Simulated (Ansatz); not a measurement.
# AsF⁻, doublet in aug-cc-pVTZ: errors against UCCSDT(Q)

Geometry: a PBE0/def2-TZVPD stationary point for this spin.

```tsv
atom	x (Å)	y (Å)	z (Å)
F	0.0000	0.0000	0.0000
As	0.0000	0.0000	1.8470
```

Basis aug-cc-pVTZ; Ansatz 0.2.0. Only valence electrons are correlated (noble-gas cores and the filled d shells of p-block atoms frozen), which leaves 13 electrons in 90 orbitals. Prefix R: restricted or restricted open-shell reference; prefix U: unrestricted. Active spaces: valence = (13e, 8o) chosen from the atoms' valence shells. No spin–orbit coupling is included, and no scalar relativity.

Full CI isn't at hand for all of this; UCCSDT(Q) serves as the reference, and is uncertain by about the last step of the cluster series. The frozen core follows each run's orbitals, which can shift R against U totals by a few meV for light atoms and by up to 0.1 eV past Ca.

- UHF ⟨S²⟩: 0.768
- T1 diagnostic (RCCSD): 0.0198
- largest doubles amplitude (RCCSD): 0.035
- T1 diagnostic (UCCSD): 0.0177

| level | E − E(UCCSDT(Q)) (kcal/mol) | wall time |
| --- | --- | --- |
| UHF | 258.83 | – |
| UMP2 | 18.48 | – |
| UCCSD | 10.71 | – |
| UCCSD(T) | 0.94 | 35 s (H100) |
| UCCSDT | 0.45 | – |

Run but not shown, since their state, orbitals or frozen core can't be matched to the reference's or they repeat it: RHF, RMP2, RCCSD, RCCSD(T), BCCD(T), RCCSDT, RCCSDT(Q), CASSCF (valence space), NEVPT2 (valence space).

Times hold each run's SCF and search for its determinant on a shared host, so for small cases they say little of a method's own cost. Some runs computed forces too.

Natural occupations of CASSCF (valence space) about the gap: 2.000 1.999 1.997 1.975 1.002 0.027; effectively unpaired electrons, Σ n²(2−n)², 1.01.
